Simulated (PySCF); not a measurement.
C3H4 (allene), optimised at B3LYP/6-31G*:

```xyz
7

C      1.2901     0.0244    -0.1379
C     -0.0103    -0.0026    -0.0093
C     -1.3108    -0.0296     0.1193
H      1.8154    -0.6926    -0.7659
H      1.8982     0.7650     0.3779
H     -1.9609     0.5317    -0.5489
H     -1.7939    -0.6145     0.8995
```

Computed with PySCF (xtb for GFN2) and rigid-rotor harmonic-oscillator thermochemistry at 1 bar. 6-31G* has spherical d functions here. All species are closed-shell singlets. B3LYP is the form with VWN-RPA correlation.

### Question
List the harmonic frequencies (cm⁻¹, unscaled) at this level and at the other levels, each on its own geometry.

### Answer
- B3LYP/6-31G*: 386, 386, 864, 864, 888, 1036, 1036, 1122, 1455, 1511, 2073, 3146, 3150, 3218, 3218
- GFN2-xTB: 324, 324, 829, 829, 848, 977, 977, 1161, 1371, 1445, 2104, 3077, 3078, 3085, 3085
- HF/6-31G*: 410, 410, 951, 997, 997, 1124, 1124, 1193, 1569, 1633, 2215, 3325, 3328, 3406, 3406
- PBE/def2-SVP: 360, 360, 809, 809, 849, 954, 954, 1082, 1338, 1410, 2022, 3056, 3060, 3143, 3143
- PBE0/def2-TZVP: 376, 376, 870, 870, 885, 1009, 1009, 1119, 1415, 1477, 2070, 3146, 3149, 3226, 3226
